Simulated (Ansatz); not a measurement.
This Ansatz (a first-principles code) input (B3LYP/pcseg-4) gives -342.59498 Eh with 227 basis functions. A basis named .json is the Basis Set Exchange file of that set (core-valence sets with the plain set on hydrogen).

Ansatz 0.2 input:
```yaml
crystal:
  periodic: [false, false, false]
  atoms:
    - {symbol: P, position_ang: [0.00056199, 0.07657355, 0.08927023]}
    - {symbol: H, position_ang: [1.02683735, -0.58960829, -0.66288796]}
    - {symbol: H, position_ang: [-1.03526727, -0.55899489, -0.67616545]}
basis:
  gaussian:
    orbitals: pcseg-4.json
hamiltonian:
  xc: {name: B3LYP}
total_charge: -1
magnetization: {spin_polarized: false}
```

Change:
```diff
- orbitals: pcseg-4.json
+ orbitals: aug-pcseg-2
```

**Question.** What does the run give now?

**Answer.** -342.59228 Eh (B3LYP/aug-pcseg-2, 96 functions), a change of +2.70 mEh.
